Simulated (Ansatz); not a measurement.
BClH4Si (`B[SiH2]Cl`) from Hartree–Fock to CCSD(T)

Cartesian coordinates in Å:
```
B -0.834 -0.841 0.349
Si 0.509 0.493 -0.306
Cl 1.267 1.706 1.182
H -1.333 -1.576 -0.453
H -1.159 -0.944 1.492
H 1.658 -0.215 -0.933
H -0.108 1.378 -1.331
```

Charge 0, multiplicity 1. The structure was optimised at the PBE0-D4/def2-TZVP level. Frozen core, restricted reference, Ansatz. CBS rows extrapolate triple and quadruple zeta; past MP2 they add the triple-zeta difference.

```json
{"basis": "def2-SVP", "HF (Eh)": "-775.19981", "MP2 corr.": "-0.31086", "CCSD corr.": "-0.35991", "(T)": "-0.00781", "CCSD(T) total": "-775.56753"}
{"basis": "def2-TZVPP", "HF (Eh)": "-775.49209", "MP2 corr.": "-0.41081", "CCSD corr.": "-0.46222", "(T)": "-0.01675", "CCSD(T) total": "-775.97106"}
{"basis": "def2-QZVPP", "HF (Eh)": "-775.51522", "MP2 corr.": "-0.44649", "CCSD corr.": "–", "(T)": "–", "CCSD(T) total": "–"}
{"basis": "CBS(def2)", "HF (Eh)": "-775.51840", "MP2 corr.": "-0.47291", "CCSD corr.": "-0.52433", "(T)": "as TZ", "CCSD(T) total": "-776.05948"}
```
